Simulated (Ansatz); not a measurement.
# Worked example: CH$_{4}$⁺, quartet against CH4⁺, doublet

Geometry (PBE0/def2-TZVP stationary point of a doublet), kept for both states:

```xyz
5

C     0.0000    0.0000    0.0000
H     0.3646    0.7500    0.7480
H    -0.3742   -0.7450    0.7482
H    -0.3622    0.7462   -0.7529
H     0.3718   -0.7512   -0.7433
```

Basis 6-31G; Ansatz 0.2.0. Correlated methods freeze the noble-gas cores. R marks a restricted (for open shells ROHF) determinant, U an unrestricted one.

Full CI is exact within this basis and frozen core; it isn't the basis-set limit. The frozen core follows each run's orbitals, which can shift R against U totals by a few meV.

```json
{"level": "UHF", "E(CH4⁺, doublet) (hartree)": "-39.735928", "E(CH4⁺, quartet) (hartree)": "-39.339825"}
{"level": "UMP2", "E(CH4⁺, doublet) (hartree)": "-39.817921", "E(CH4⁺, quartet) (hartree)": "-39.401819"}
{"level": "UCCSD(T)", "E(CH4⁺, doublet) (hartree)": "-39.839001", "E(CH4⁺, quartet) (hartree)": "-39.423273"}
{"level": "PBE", "E(CH4⁺, doublet) (hartree)": "-39.979974", "E(CH4⁺, quartet) (hartree)": "-39.563355"}
{"level": "B3LYP", "E(CH4⁺, doublet) (hartree)": "-40.043723", "E(CH4⁺, quartet) (hartree)": "-39.623131"}
{"level": "full CI", "E(CH4⁺, doublet) (hartree)": "-39.839457", "E(CH4⁺, quartet) (hartree)": "-39.423722"}
```

Task: Give the vertical gap, CH4⁺ quartet less CH4⁺ doublet, at each level in eV (1 hartree = 27.2114 eV), and each error against full CI.

Result: full CI: (-39.423722 − (-39.839457)) × 27.2114 = 11.313 eV (the reference)
B3LYP: (-39.623131 − (-40.043723)) × 27.2114 = 11.445 eV, error 0.132 eV
PBE: (-39.563355 − (-39.979974)) × 27.2114 = 11.337 eV, error 0.024 eV
UCCSD(T): (-39.423273 − (-39.839001)) × 27.2114 = 11.313 eV, error 0.000 eV
UMP2: (-39.401819 − (-39.817921)) × 27.2114 = 11.323 eV, error 0.010 eV
UHF: (-39.339825 − (-39.735928)) × 27.2114 = 10.779 eV, error -0.534 eV

Total energies of functionals can't be set beside those of wave-function methods, since they hold the core's correlation and their own absolute errors; only the differences compare.

The set has no polarisation functions, so the order and spacing of states can differ from the basis-set limit.

In so small a basis the reference is far from its limit while semilocal and hybrid functionals are nearer theirs, so the functionals' errors here hold much of the reference's basis and frozen-core error, which can add to them or hide them.

Each level lands on the state that its own search finds. T1 diagnostics of restricted CCSD: 0.008 and 0.015.
